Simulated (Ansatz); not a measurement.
Barrier from H (doublet) + H2O (oxidane, SMILES O) to the saddle point below; all geometries are those of the HTBH38 set.
```xyz
4

O     -0.3011    -0.1080     0.0000
H     -0.4279     0.8516     0.0000
H      1.0155    -0.1004     0.0000
H      1.8210     0.1132     0.0000
```
Charge 0, spin multiplicity 2.

Total energies in hartree (Ansatz, a program for electronic structure). UHF or UKS for unpaired electrons; spin-orbit terms are left out. Cores are frozen in correlated methods. No relativity. For partners of very few electrons the exact lower level stands in for a higher one. The UHF reference of H3O (saddle point or complex, doublet) is spin-contaminated (<S^2> up to 0.04 over the pure value in the sets run).

```tsv
species	HF/aug-cc-pVTZ	CCSD(T)/aug-cc-pVTZ	HF/aug-cc-pVQZ	CCSD(T)/aug-cc-pVQZ	CCSDT(Q)/aug-cc-pVTZ
1: H (doublet)	-0.49982	-0.49982	-0.49995	-0.49995	-0.49982
2: H2O (oxidane, SMILES O)	-76.06063	-76.34228	-76.06602	-76.36358	-76.34274
3: H3O (complex or saddle point, doublet)	-76.52108	-76.80938	-76.52638	-76.82990	-76.81040
```

**Question.** Work out the barrier height (electronic, no zero-point energy) in kJ/mol: take Hartree-Fock from aug-cc-pVQZ, extrapolate the CCSD(T) correlation energy as X^-3 (X = 3, 4), and add CCSDT(Q) - CCSD(T) in aug-cc-pVTZ. 1 hartree = 2625.5 kJ/mol.

**Answer.** 
Species 1: correlation (64·(0.00000) - 27·(0.00000))/37 = 0.00000; step +0.00000; E1 = -0.49995 + (0.00000) + (+0.00000) = -0.49995
Species 2: correlation (64·(-0.29756) - 27·(-0.28165))/37 = -0.30917; step -0.00046; E2 = -76.06602 + (-0.30917) + (-0.00046) = -76.37565
Species 3: correlation (64·(-0.30352) - 27·(-0.28830))/37 = -0.31463; step -0.00102; E3 = -76.52638 + (-0.31463) + (-0.00102) = -76.84203
-1·E1 -1·E2 +1·E3 = 0.03357 hartree = 88.1 kJ/mol. Published benchmark value: 21.2 kcal/mol (Zhao et al., J. Phys. Chem. A 109, 2012 (2005), HTBH38), a best estimate, not a measurement. The composite differs from it by -0.6 kJ/mol; core, relativistic and spin-orbit terms are not in it.
